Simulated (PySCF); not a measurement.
# H3P: the cost of one run

The runs use PySCF 2.14.0, with density-fitted response routines of our own; the level of theory stands in each step. All values are computed, except where a source is named. Atoms are numbered from 0 throughout.

## (1) The molecule as given

4 atoms, charge 0, multiplicity 1; geometry from: GFN2-xTB.

Bonds of the start (Å): P0–H1 1.39, P0–H2 1.39, P0–H3 1.39.

## (2) Optimising the geometry at PBE0-D3(BJ)/def2-SVP

Job settings and geometry (Å):

```
{"job": {"xc": "PBE0", "basis": "def2-SVP", "d3": "d3bj", "grid": 1, "kind": "geom"}, "charge": 0, "multiplicity": 1}
P     -0.001477     0.003466     0.570380
H     -0.558658     1.008622    -0.205648
H      1.158342    -0.016325    -0.189555
H     -0.587973    -0.990990    -0.198030
```

Launch:

```bash
$ OMP_NUM_THREADS=1 python probes_run.py task.json out
```

One launch serves the whole session: the jobs run in the order shown.

**Question.** How long does this first job take on 1 thread of Arm Neoverse V2, shared host, and how much memory does it need?

About 1 s, with a peak of 0.24 GiB.
